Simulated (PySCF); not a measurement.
Species: 1-methyl-1,2,3-triazole, C₃H₅N₃.
Z-matrix (Å and degrees, GFN2-xTB geometry), rows numbered from 1:
```
C 
N   1  1.4322
C   2  1.3524  1  128.62
C   3  1.3758  2  104.13  1  -179.66
N   4  1.3457  3  107.95  2     0.05
N   5  1.2780  4  109.17  3    -0.04
H   1  1.0910  2  110.47  3   -55.98
H   1  1.0917  2  110.58  3    64.87
H   1  1.0883  2  107.65  3  -175.69
H   3  1.0694  2  122.94  1     0.49
H   4  1.0700  3  130.23  2  -179.95
```

Computed, not measured: TDDFT PBE0/def2-SVPD, vertical, gas phase, core orbitals frozen in the response in PySCF 2.14.0, density-fitted response routines.

Frontier orbitals with the atoms that hold most of them (Löwdin shares over 4%, at most four atoms; ? is withheld):

```json
{"orbital": "HOMO-3", "ε (eV)": "-9.49", "atoms": "N6 49%, N5 28%, C4 6%, C3 5%"}
{"orbital": "HOMO-2", "ε (eV)": "-8.44", "atoms": "N5 30%, N2 29%, C3 10%, N6 10%"}
{"orbital": "HOMO-1", "ε (eV)": "-7.64", "atoms": "?"}
{"orbital": "HOMO", "ε (eV)": "-7.55", "atoms": "?"}
{"orbital": "LUMO", "ε (eV)": "?", "atoms": "N6 25%, N2 21%, C3 20%, N5 12%"}
{"orbital": "LUMO+1", "ε (eV)": "0.55", "atoms": "C1 34%, C3 15%, H7 13%, H8 12%"}
{"orbital": "LUMO+2", "ε (eV)": "1.18", "atoms": "N5 28%, C4 27%, C3 14%, N6 12%"}
```

Q: Give the leading atoms of the HOMO-1.

A: C4 (bonded to C, N and H) 29%; C3 (bonded to C, N and H) 25%; N6 (bonded to 2 N) 23%; N2 (bonded to 2 C and N) 10%. By element: carbon 54% or more, nitrogen 33% or more.

Q: Which atoms hold the HOMO, and with what shares?

A: N5 (bonded to C and N) 49%; N6 (bonded to 2 N) 27%; C4 (bonded to C, N and H) 10%; N2 (bonded to 2 C and N) 9%. By element: nitrogen 85%, carbon 10% or more.

Q: What is the LUMO energy, and the HOMO–LUMO gap?

A: ε(LUMO) = -0.10 eV; the gap is 7.45 eV (0.2737 hartree).

Q: How does S1 compare with the orbital gap of 7.45 eV?

A: S1 is at 5.72 eV (f = 0.0046), 1.73 eV below the gap, made of HOMO→LUMO (98%). Without the coupling terms of the response equations the lowest excitation would equal the gap.

Q: One configuration dominates each of S1, S2, S4, S5 and S8. Which, and how do the shares of the two leading atoms of either orbital change from the occupied to the empty one?

A: 
- S1 (5.72 eV, f 0.0046), HOMO→LUMO (98%): N5 49% → 12%, N6 27% → 25%, N2 9% → 21%
- S2 (6.75 eV, f 0.105), HOMO-1→LUMO (82%): C4 29% → at most 12%, C3 25% → 20%, N6 23% → 25%, N2 10% → 21%
- S4 (7.10 eV, f 0.022), HOMO-1→LUMO+1 (95%): C4 29% → at most 13%, C3 25% → 15%, C1 at most 10% → 34%
- S5 (7.18 eV, f 0.014), HOMO→LUMO+1 (92%): N5 49% → at most 13%, N6 27% → at most 13%, C1 at most 6% → 34%, C3 at most 6% → 15%
- S8 (7.84 eV, f 0.0023), HOMO-2→LUMO+1 (93%): N5 30% → at most 13%, N2 29% → at most 13%, C1 at most 10% → 34%, C3 10% → 15%
